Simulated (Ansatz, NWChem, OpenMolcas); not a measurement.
## Worked example: CH3Al → CH3 + Al

Species: CH3Al `C[Al]`, singlet; CH3 (methyl radical) `[CH3]`, doublet; Al atom, doublet. 

Shapes, held fixed at every level: PBE0-D4/def2-TZVP. Programs: Ansatz 0.2.0, NWChem 7.3.0, OpenMolcas 26.06. A level may come from different programs for different species; with the same settings they agree closely. The zero-point and thermal change to 298 K, harmonic and unscaled (PBE0-D4/def2-TZVP), is -4.7 kJ/mol.

At MP2/cc-pVTZ; 1 Eh = 2625.50 kJ/mol:

```
species  energy (Eh)
  CH3Al  -281.765614
    CH3   -39.735624
     Al  -241.914897
```

Task: Work out ΔH(298 K) of the reaction at this level.

Result: 
1. Products less reactants: (-39.735624) + (-241.914897) − [(-281.765614)] = 0.115093 Eh = +302.2 kJ/mol.
2. With the thermal change: +302.2 + (-4.7) = +297.5 kJ/mol.

Other levels give +267.8 (BHLYP/cc-pVTZ) to +351.5 kJ/mol (SVWN5/cc-pVTZ). No measured value is set beside it here. Open shells run unrestricted unless RO is named.
